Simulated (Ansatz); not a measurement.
Crystal: IO, rock salt type, 2 atoms in the cell.

Computed with Ansatz 0.2.0 development build, r²SCAN, plane waves, PAW datasets (generated hard set).

Cutoff 700 eV; k-mesh 11×11×11 Γ-centred; Fermi–Dirac smearing of 0.1 eV; no spin polarisation; no spin–orbit coupling.

```
V (Å³/atom)   a (Å)  E − E(min) (meV/atom)  P (GPa)
     17.484  5.1909                  25.65     6.96
     18.054  5.2468                   7.20     3.51
     18.625  5.3014                   0.00     0.63
     19.195  5.3550                   2.17    -1.77
     19.765  5.4075                  12.14    -3.77
```

(1) Fit a third-order Birch–Murnaghan equation of state to the energies.

## Answers

(1) V₀ = 18.764 Å³/atom (a₀ = 5.315 Å), B₀ = 82.6 GPa, B₀′ = 5.00.

The stress includes the program's correction for the finite plane-wave basis.

This cubic structure is a model: it isn't the usual form of the substance at ambient conditions, and such phases are metastable or hypothetical. Spin polarisation is left out, and a magnetic state may lie lower. Potentials made with PBE were used with another functional.
